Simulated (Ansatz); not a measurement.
# CCSD/def2-SVPD run of BPH6 (SMILES [BH3-][PH3+])

What is the energy change on altering one bond length of BPH6 at CCSD/def2-SVPD? 

The results are computed with Ansatz 0.2.0.

48 further runs of the same task are left out: 48 set aside as unsound or not needed.

## (1) The molecule

BPH6: 8 atoms, total charge 0, spin state singlet. SMILES: `[BH3-][PH3+]`. Geometry: relaxed at PBE0-D4/def2-TZVP.

Bond lengths: B1–P2 1.910 Å, B1–H3 1.209 Å, B1–H4 1.209 Å, B1–H5 1.209 Å, P2–H6 1.408 Å, P2–H7 1.409 Å, P2–H8 1.408 Å. Some angles: B1–P2–H6 118.0°, B1–P2–H7 118.1°, B1–P2–H8 118.0°, P2–B1–H3 103.8°, P2–B1–H4 103.8°, P2–B1–H5 103.8°, H6–P2–H7 99.7°, H6–P2–H8 99.7°, H7–P2–H8 99.7°, H3–B1–H4 114.5°.

## (2) A single-point energy at CCSD/def2-SVPD

Input file input.yaml:

```yaml
basis:
  gaussian:
    orbitals: def2-SVPD
crystal:
  periodic: [false, false, false]
  atoms:
    - {symbol: B, position_ang: [-0.556100, 0.227200, -0.914000]}
    - {symbol: P, position_ang: [0.433900, -0.181600, 0.667700]}
    - {symbol: H, position_ang: [-1.693400, 0.343100, -0.520100]}
    - {symbol: H, position_ang: [-0.367800, -0.730200, -1.628000]}
    - {symbol: H, position_ang: [-0.055500, 1.254200, -1.309900]}
    - {symbol: H, position_ang: [0.418800, 0.755700, 1.718800]}
    - {symbol: H, position_ang: [1.823100, -0.380300, 0.547100]}
    - {symbol: H, position_ang: [0.089200, -1.345200, 1.382600]}
scf:
  omitted_lower_state_checks: [cluster_reference, increment]
accuracy: high
correlation:
  method: ccsd
  frozen_orbitals: {B: 1, H: 0, P: 5}
```

The run is started by

```console
$ ansatz run input.yaml --threads 1 --pin off --max-ram 3480MiB --events-out events.jsonl --progress --plain --runs-dir runs
```

What it wrote, shortened:

```text
Warning: RAYON_NUM_THREADS=1 ignored (pool sized by the plan → 1); use --threads N
Functional definition: HF
  name "HF"
[...]
1856 factors; integrals over basis functions are off by at most 3.6e-9 eV
[...]
mean field -10034.36951967 eV, -368.7562783078 hartree, gradient 1.9e-8 eV, S^2 0.000000; 0 other end points of the search recorded, 0 dependent functions left out
6 core orbitals not correlated: weight in the atoms' cores, before any rotation towards them, 1.000 or more for the frozen orbitals, at most 0.000 for the correlated occupied ones
reference -10034.36951967 eV, -368.7562783078 hartree; 7, 7 occupied and 79, 79 virtual orbitals, 1856 factors
second order -7.04528704 eV of doubles, -0.00000000 eV of singles
cycle   1  -7.98078854 eV  change   -9.4e-1 eV  update   6.9e-2
[...]
cycle  20  -8.30602628 eV  change   4.1e-10 eV  update  5.3e-10
Total energy: -10042.67554595 eV, -369.0615191436 hartree
Checks for a lower state left out: cluster_reference, increment
```

It took 13 s on 1 thread of Intel Xeon Platinum 8259CL at 2.50GHz (Skylake/Cascade Lake), shared host; peak memory 0.6 GiB.

## (3) The distorted shape at the same level

Input file in.yaml:

```yaml
crystal:
  periodic: [false, false, false]
  atoms:
    - {symbol: B, position_ang: [-0.706277, -0.080894, -0.795232]}
    - {symbol: P, position_ang: [0.283723, -0.489694, 0.786468]}
    - {symbol: H, position_ang: [-1.843577, 0.035006, -0.401332]}
    - {symbol: H, position_ang: [-0.517977, -1.038294, -1.509232]}
    - {symbol: H, position_ang: [-0.055500, 1.254200, -1.309900]}
    - {symbol: H, position_ang: [0.268623, 0.447606, 1.837568]}
    - {symbol: H, position_ang: [1.672923, -0.688394, 0.665868]}
    - {symbol: H, position_ang: [-0.060977, -1.653294, 1.501368]}
basis:
  gaussian:
    orbitals: def2-SVPD
correlation:
  method: ccsd
  frozen_orbitals: {B: 1, H: 0, P: 5}
accuracy: high
scf:
  omitted_lower_state_checks: [cluster_reference, increment]
```

The run is started by

```console
$ ansatz run in.yaml --threads 1 --pin off --max-ram 3480MiB --events-out events.jsonl --progress --plain --runs-dir runs
```

What it wrote, shortened:

```text
Warning: RAYON_NUM_THREADS=1 ignored (pool sized by the plan → 1); use --threads N
[... 2 set-up lines as earlier in the session ...]
[...]
1872 factors; integrals over basis functions are off by at most 3.5e-9 eV
[...]
mean field -10033.54035338 eV, -368.7258070090 hartree, gradient 2.3e-8 eV, S^2 0.000000; 0 other end points of the search recorded, 0 dependent functions left out
6 core orbitals not correlated: weight in the atoms' cores, before any rotation towards them, 1.000 or more for the frozen orbitals, at most 0.000 for the correlated occupied ones
reference -10033.54035338 eV, -368.7258070090 hartree; 7, 7 occupied and 79, 79 virtual orbitals, 1872 factors
second order -7.04279221 eV of doubles, -0.00000000 eV of singles
cycle   1  -7.98910607 eV  change   -9.5e-1 eV  update   7.4e-2
[...]
cycle  20  -8.34693277 eV  change    1.1e-9 eV  update  7.9e-10
Total energy: -10041.88728615 eV, -369.0325511304 hartree
Checks for a lower state left out: cluster_reference, increment
```

It took 13 s on 1 thread of Intel Xeon Platinum 8259CL at 2.50GHz (Skylake/Cascade Lake), shared host; peak memory 0.6 GiB.

## (4) Results

At CCSD/def2-SVPD, 6 core orbitals frozen:

| quantity | value |
| --- | --- |
| first shape: total energy | -369.06152 Eh |
| first shape: correlation energy (6 core orbitals frozen) | -305.2 mEh |
| first shape: T1 diagnostic | 0.011 |
| distorted shape: total energy | -369.03255 Eh |
| distorted shape: correlation energy (6 core orbitals frozen) | -306.7 mEh |
| distorted shape: T1 diagnostic | 0.013 |
| energy change with the B1–H5 bond stretched from 1.209 to 1.572 Å | 0.788 eV |

In words: With the B1–H5 bond stretched from 1.209 to 1.572 Å the energy rises by 0.79 eV (18.2 kcal/mol). The first shape isn't relaxed at this level, so the change isn't measured from a minimum.
